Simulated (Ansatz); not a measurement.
Mulliken charges of F$_{2}$Si, SMILES `F[Si]F` from PBE/def2-TZVPP in Ansatz (PBE0-D4/def2-TZVP geometry).

```json
{"atom": "F1", "x (Å)": "0.166", "y (Å)": "1.247", "z (Å)": "0.229", "charge (e)": "-0.233"}
{"atom": "Si2", "x (Å)": "-0.595", "y (Å)": "-0.046", "z (Å)": "-0.330", "charge (e)": "0.467"}
{"atom": "F3", "x (Å)": "0.429", "y (Å)": "-1.200", "z (Å)": "0.101", "charge (e)": "-0.233"}
```

Problem. By hand: the dipole of these point charges (1 e Å = 4.8032 D).

Solution. Σ q r = (-0.417, -0.032, -0.231) e Å, of length 0.478 e Å = 2.30 D.

Problem. How does the dipole of the full density compare? (Best estimate.)

Solution. Computed: (-0.179, -0.014, -0.099) e Å, 0.98 D; the point charges give 2.35 times that, at 0° from its direction.

Point charges leave out the atoms' own dipoles, such as those of lone pairs, and Mulliken's split depends on the basis, so the two needn't agree.
